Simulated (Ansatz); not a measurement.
For fcc Ag, rVV10 (plane waves, PAW; Ansatz, a program for electronic structure) gives:

| Item | Result |
|---|---|
| lattice constant a | 4.167 Å |
| bulk modulus B0 | 94.3 GPa |
| cohesive energy | 2.92 eV/atom |

Problem. What does HSE06-D3(BJ) (plane waves, PAW; Ansatz) give for the same quantities?

Solution. 
- lattice constant a: 4.040 Å (decreases by 3.0 %)
- bulk modulus: 115 GPa (increases by 22 %)
- cohesive energy: 3.12 eV/atom (goes up by 0.20 eV/atom)

For comparison: lattice constant a 4.062 Å (measured, static lattice: zero-point anharmonic expansion removed, our sources range from 4.056 to 4.063; as tabulated in Mejia-Rodriguez and Trickey (2018), arXiv:1807.09216); bulk modulus 110 GPa (measured, corrected for temperature and zero-point phonon effects, our sources range from 104 to 111; as tabulated in Levämäki et al. (2014), arXiv:1402.3671); cohesive energy 2.97 ± 0.008 eV/atom (measured, from 0 K enthalpies of formation; zero-point vibration energy (9/8 kB θD) added; as tabulated in Csonka et al. (2009), arXiv:0903.4037).

Changes are worked out from the printed values.

Unless a cell is named, each level is at its own relaxed cell (rVV10 18.08, HSE06-D3(BJ) 16.49 Å³/atom).

Ansatz's density-functional and Hartree–Fock values are scalar-relativistic unless marked +SOC, with PAW data made under PBE.
